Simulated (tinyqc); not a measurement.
The basis set: RHF and MP2 along a ladder of basis sets, for H2O, spin multiplicity 1. Computed by the program tinyqc with PySCF. Same geometry throughout; the dipole is taken about the origin.

Geometry (angstrom):

| atom | x | y | z |
|---|---|---|---|
| O | 0.0000 | 0.0000 | 0.0000 |
| H | 0.0000 | 0.6890 | 0.6100 |
| H | 0.0000 | -0.6890 | 0.6100 |

RHF and frozen-core MP2 in a ladder of bases:

| basis | functions | E(RHF) (hartree) | E(MP2 corr) (hartree) | HOMO (eV) | LUMO (eV) | dipole (debye) |
|---|---|---|---|---|---|---|
| sto-3g | 7 | -74.952665 | -0.033615 | -10.8647 | 17.7919 | 1.8266 |
| 3-21g | 13 | -75.576118 | -0.118613 | -13.2140 | 7.4022 | 2.5376 |
| 6-31g** | 24 | -76.019099 | -0.192412 | -13.6660 | 6.0140 | 2.2723 |
| cc-pvdz | 24 | -76.023325 | -0.199854 | -13.5664 | 5.1491 | 2.1277 |
| aug-cc-pvdz | 41 | -76.037861 | -0.216697 | -14.0048 | 0.9611 | 2.0839 |
| cc-pvtz | 58 | -76.054116 | -0.259599 | -13.8773 | 3.9143 | 2.1079 |

Estimate the missing row, basis = 6-31g.

Computed row:
```
basis  functions  E(RHF) (hartree)  E(MP2 corr) (hartree)  HOMO (eV)  LUMO (eV)  dipole (debye)
6-31g         13        -75.975956              -0.124857   -13.7945     5.6809          2.7363
```

From cc-pVDZ to cc-pVTZ the RHF energy falls by 30.8 mhartree and the correlation energy by 59.7. If valence correlation converges as X^-3, (27 E(T) - 8 E(D))/19 gives -0.2848 hartree, a rough estimate from such small X that usually falls short; STO-3G holds about 12 % of it. Beyond STO-3G the LUMO moves by 6.4 eV and the HOMO by 0.8 eV; diffuse functions lower the positive LUMO sharply, since an unbound virtual level tracks the most diffuse function.
